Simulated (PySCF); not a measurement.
# SMILES C/C=C(/F)CO, C4H7FO

Molfile (atoms numbered from 1):
```
C4H7FO
     RDKit          3D

 13 12  0  0  0  0  0  0  0  0999 V2000
   -1.6871   -0.6052   -0.5035 C   0  0  0  0  0  0  0  0  0  0  0  0
   -1.0353    0.5554    0.1661 C   0  0  0  0  0  0  0  0  0  0  0  0
    0.2694    0.7286    0.2898 C   0  0  0  0  0  0  0  0  0  0  0  0
    0.7222    1.8437    0.9256 F   0  0  0  0  0  0  0  0  0  0  0  0
    1.3873   -0.1609   -0.1972 C   0  0  0  0  0  0  0  0  0  0  0  0
    2.6682    0.3260    0.0951 O   0  0  0  0  0  0  0  0  0  0  0  0
   -2.3445   -0.2517   -1.2967 H   0  0  0  0  0  0  0  0  0  0  0  0
   -2.3019   -1.1472    0.2140 H   0  0  0  0  0  0  0  0  0  0  0  0
   -0.9577   -1.2884   -0.9269 H   0  0  0  0  0  0  0  0  0  0  0  0
   -1.6939    1.3068    0.5782 H   0  0  0  0  0  0  0  0  0  0  0  0
    1.3127   -1.1451    0.2783 H   0  0  0  0  0  0  0  0  0  0  0  0
    1.2750   -0.2999   -1.2868 H   0  0  0  0  0  0  0  0  0  0  0  0
    2.6565    1.2902    0.0621 H   0  0  0  0  0  0  0  0  0  0  0  0
  1  2  1  0
  2  3  2  0
  3  4  1  0
  3  5  1  0
  5  6  1  0
  1  7  1  0
  1  8  1  0
  1  9  1  0
  2 10  1  0
  5 11  1  0
  5 12  1  0
  6 13  1  0
M  END
```

The calculation used PySCF 2.14.0, GIAO KT3/pcSseg-1 magnetisability, rotational g tensor and spin-rotation constants, non-relativistic, gas phase. Geometry: GFN2-xTB, dihedral held. The dihedral F4–C3–C5–O6 is held at 0°.

Task: How diamagnetic is it, and how anisotropic?

Result: Isotropic -864 × 10⁻³⁰ J/T², or -52.0 × 10⁻⁶ cm³/mol; principal values -925, -906, -761 × 10⁻³⁰ J/T², anisotropy 155 × 10⁻³⁰ J/T² (root of half the summed squared differences of the principal values). The susceptibility is in cgs units.

Task: Split it along the inertial axes a, b, c into diamagnetic and paramagnetic parts about the centre of mass, with the quadrupole moment.

Result: 
```
axis  χ (10⁻⁶ cm³/mol)  diamagnetic (10⁻⁶ cm³/mol)  paramagnetic (10⁻⁶ cm³/mol)  summed x² of all electrons (Å²)  quadrupole Θ (D Å)
   a             -53.7                      -262.1                        208.4                            127.4               +0.42
   b             -47.3                      -586.6                        539.2                             51.0               -0.82
   c             -55.1                      -756.8                        701.8                             10.8               +0.40
```
Anisotropies 2χaa − χbb − χcc = -5.0 and 2χbb − χaa − χcc = +14.1 × 10⁻⁶ cm³/mol. Θ is traceless in Buckingham's convention.

Task: And the rotational g tensor?

Result: 
```
axis  rotational constant (GHz)        g  nuclear part  electronic part
   a                     6.1796  -0.0297        0.5752          -0.6049
   b                     2.3750  -0.0177        0.5839          -0.6017
   c                     1.7561  -0.0073        0.5717          -0.5790
```
Asymmetric top; isotopes 12C, 19F, 1H, 16O; no vibrational averaging.
